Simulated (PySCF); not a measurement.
**Protonated Nitrogen Molecule (N2H+): electronic excitations and core binding energies**

Aim: predict the electronic excitations and core binding energies of Protonated Nitrogen Molecule (N2H+) (`N#[NH+]`).

Programs: PySCF 2.14.0, with density-fitted response routines of our own. Each step states its level of theory. These are calculated values for one molecule in the gas phase, unless marked as measured. Atoms count from 0, in the outputs and in this text.

## 1. The molecule as given

3 atoms, charge 1, multiplicity 1; geometry from: GFN2-xTB.

Bonds of the start (Å): N0–N1 1.08, N1–H2 1.03.

## 2. TDDFT and polarisability: wB97X-D/def2-SVPD

What the job is given:

```
{"job": {"kind": "uv", "xc": "wB97X-D", "basis": "def2-SVPD", "nstates": 8, "ntriplets": 3}, "charge": 1, "multiplicity": 1}
N      1.062170     0.208988    -0.006364
N     -0.012614     0.100935    -0.004108
H     -1.038075    -0.002055    -0.002081
```

Method: TDDFT wB97X-D/def2-SVPD, vertical, gas phase, core orbitals frozen in the response.

Output:

```text
coarse grid: 2744 points
cycle   1  E = -109.5374972637  dE =  6.702e-01  |g| = 4.391e-01  |ddm| = 2.193e+00
cycle   2  E = -109.5558849755  dE = -1.839e-02  |g| = 4.419e-01  |ddm| = 7.023e-01
cycle   3  E = -109.5869569364  dE = -3.107e-02  |g| = 1.509e-01  |ddm| = 3.808e-01
cycle   4  E = -109.5912064383  dE = -4.250e-03  |g| = 2.610e-02  |ddm| = 1.347e-01
cycle   5  E = -109.5913494023  dE = -1.430e-04  |g| = 1.762e-03  |ddm| = 3.111e-02
cycle   6  E = -109.5913504895  dE = -1.087e-06  |g| = 1.819e-04  |ddm| = 5.301e-03
final grid: 27360 points
cycle   7  E = -109.6006092088  dE = -1.637e-05  |g| = 2.443e-03  |ddm| = 3.232e-02
cycle   8  E = -109.6006076849  dE =  1.524e-06  |g| = 3.926e-03  |ddm| = 4.776e-03
cycle   9  E = -109.6006104991  dE = -2.814e-06  |g| = 1.607e-04  |ddm| = 2.434e-03
cycle  10  E = -109.6006105087  dE = -9.613e-09  |g| = 4.676e-05  |ddm| = 5.792e-04
cycle  11  E = -109.6006105093  dE = -5.817e-10  |g| = 8.153e-06  |ddm| = 8.162e-05
converged SCF energy = -109.6006105093

Static polarisability (au): isotropic 9.770, principal 7.782 7.782 13.744

Singlet excitations
state   eV       nm        f      main configurations
  1   9.6516    128.5   0.00000   H-1->L+1 0.50, H-2->L 0.50
  2  10.1658    122.0   0.00000   H-1->L 0.50, H-2->L+1 0.50
  3  10.1660    122.0   0.00000   H-2->L 0.50, H-1->L+1 0.50
  4  10.2845    120.6   0.03467   H->L+1 0.79, H->L 0.20
  5  10.2845    120.6   0.03466   H->L 0.79, H->L+1 0.20
  6  14.6514     84.6   0.00745   H->L+2 0.80, H-2->L+1 0.09, H-1->L 0.09
  7  15.0138     82.6   0.00186   H-1->L+2 0.96
  8  15.0141     82.6   0.00186   H-2->L+2 0.96

Triplet excitations (Tamm-Dancoff, eV): 7.8552 7.9442 7.9443
```

It took 0.7 s on 1 thread, shared host.

Frontier orbitals and where they lie:

```csv
orbital,eV,atoms
HOMO−3,-32.15,"N1 57 %, H2 31 %, N0 12 %"
HOMO−2,-25.21,"N1 54 %, N0 43 %"
HOMO−1,-25.21,"N1 54 %, N0 43 %"
HOMO,-24.30,"N0 81 %, N1 18 %"
LUMO,-8.16,"N0 52 %, N1 44 %"
LUMO+1,-8.16,"N0 52 %, N1 44 %"
LUMO+2,-4.55,"H2 66 %, N1 29 %, N0 4 %"
```

With each of the 8 states as a Gaussian band of 0.4 eV half-width at 1/e, the curve within the window shown has maxima at 121 nm (ε 2,800) L/(mol cm). Beyond the last state computed it falls off for lack of states. The curve at chosen wavelengths:

(nm, ε (L/mol/cm)): (100, 0), (101, 0), (103, 0), (104, 0), (106, 0), (107, 0), (109, 2), (110, 6), (112, 59), (113, 146), (114, 316), (116, 1013), (117, 1525), (119, 2508), (120, 2768), (122, 2558), (123, 2162), (124, 1685), (126, 817), (127, 511), (129, 165), (130, 86), (132, 19), (133, 9), (135, 1), (136, 1)

Further results of this job:

```csv
property,computed
polarisability (Å³),1.45
HOMO–LUMO gap (eV),16.15
−ε(HOMO) (eV),24.30
```

## 3. Core holes by ΔSCF: SCAN, X2C

What the job is given:

```
{"job": {"kind": "xps"}, "charge": 1, "multiplicity": 1}
N      1.062170     0.208988    -0.006364
N     -0.012614     0.100935    -0.004108
H     -1.038075    -0.002055    -0.002081
```

Level: delta-SCF UKS SCAN, pcX-2 on the ionised atom, pcseg-1 elsewhere, spin-free X2C.

Output:

```text
ground state, core basis on atom 0 (N), 64 functions
  cycle   1  E = -109.71606686  |g| = 2.99e-01
  cycle   2  E = -109.67938635  |g| = 5.56e-01
  cycle   3  E = -109.73482829  |g| = 1.90e-01
  cycle   4  E = -109.74118054  |g| = 2.11e-02
  cycle   5  E = -109.74127522  |g| = 6.25e-03
  cycle   6  E = -109.74128395  |g| = 3.19e-04
  E(ground) = -109.74433939 Eh
hole in N 1s of atom 0
  cycle   1  E = -93.66827396  |g| = 1.80e+00
  cycle   2  E = -92.39731236  |g| = 2.32e+00
  cycle   3  E = -93.54519817  |g| = 1.39e+00
  cycle   4  E = -94.27014281  |g| = 1.32e-01
  cycle   5  E = -94.27640711  |g| = 3.65e-02
  cycle   6  E = -94.27754152  |g| = 1.39e-02
  cycle   7  E = -94.27806163  |g| = 9.58e-03
  cycle   8  E = -94.27846875  |g| = 4.06e-03
  cycle   9  E = -94.27851438  |g| = 1.06e-03
  cycle  10  E = -94.27851567  |g| = 3.52e-04
  E(ion) = -94.28040757 Eh   <S^2> = 0.8755   hole on atom = 1.000   binding energy = 420.795 eV
ground state, core basis on atom 1 (N), 64 functions
  cycle   1  E = -109.74290229  |g| = 7.18e-02
  cycle   2  E = -109.74290490  |g| = 1.04e-02
  cycle   3  E = -109.74275241  |g| = 2.97e-02
  cycle   4  E = -109.74292548  |g| = 9.36e-04
  cycle   5  E = -109.74292528  |g| = 9.25e-05
  E(ground) = -109.74577185 Eh
hole in N 1s of atom 1
  cycle   1  E = -93.66112377  |g| = 1.84e+00
  cycle   2  E = -92.88702789  |g| = 2.09e+00
  cycle   3  E = -93.77090913  |g| = 1.21e+00
  cycle   4  E = -94.27087327  |g| = 1.59e-01
  cycle   5  E = -94.28132823  |g| = 4.12e-02
  cycle   6  E = -94.28226493  |g| = 9.66e-03
  cycle   7  E = -94.28245488  |g| = 5.59e-03
  cycle   8  E = -94.28254485  |g| = 1.53e-03
  cycle   9  E = -94.28254824  |g| = 4.01e-04
  E(ion) = -94.28459457 Eh   <S^2> = 0.8066   hole on atom = 1.000   binding energy = 420.720 eV
```

It took 1 s on 1 thread, shared host.

The holes in one table. −ε is the ground-state orbital energy:

```csv
hole,stands for,environment,ΔSCF (eV),−ε (eV),⟨S²⟩
N1s on N0,N0,nitrogen bonded to N,420.80 (doubtful),399.2,0.876
N1s on N1,N1,"nitrogen bonded to N, H",420.72,399.4,0.807
```

Doubtful: the ion did not converge, its hole moved, or its ⟨S²⟩ is well above 0.75.

## 4. Results

| quantity | value |
| --- | --- |
| lowest singlet (wB97X-D/def2-SVPD) | 9.65 eV (128 nm), f = 0.000 |
| brightest single state of those computed | state 4, 10.28 eV, f = 0.035 |
| lowest triplet | 7.86 eV |
| N1s binding energies, SCAN/pcX-2 (standing for 1 of 2 atoms) | N1 420.72 eV |

**Reading.** The first singlet state (HOMO−1→LUMO+1 0.50, HOMO−2→LUMO 0.50) lies at 9.65 eV and is dark; of the 8 states computed, the strongest absorption comes from states 4 to 5 together at 10.28 eV. The lowest triplet lies 1.80 eV below the lowest singlet (triplets in Tamm-Dancoff, singlets in full TDDFT).
